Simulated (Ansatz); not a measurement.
**fcc Ag**

Method: PBE0 (plane waves, PAW; Ansatz, an electronic-structure program).

Settings: plane-wave cutoff 460 eV, 14×14×14 k mesh, Fermi–Dirac smearing 0.05 eV, no spin polarisation, scalar-relativistic PAW data made under PBE.

Cell (relaxed at this level):

```xyz
1
Lattice="0.0000 2.0683 2.0683 2.0683 0.0000 2.0683 2.0683 2.0683 0.0000" Properties=species:S:1:pos:R:3 pbc="T T T"
Ag     0.0000     0.0000     0.0000
```

| Item | Result |
|---|---|
| bulk modulus B0 | 85.7 GPa |
| pressure derivative B′ of the bulk modulus | 6.8 |

Measured, for comparison: bulk modulus 110 GPa (corrected for temperature and zero-point phonon effects, our sources range from 104 to 111; as tabulated in Levämäki et al. (2014), arXiv:1402.3671). Computed (rounded) less measured: bulk modulus -22 % (-18 % to -23 % over the range).

Static lattice: no zero-point or thermal effects.
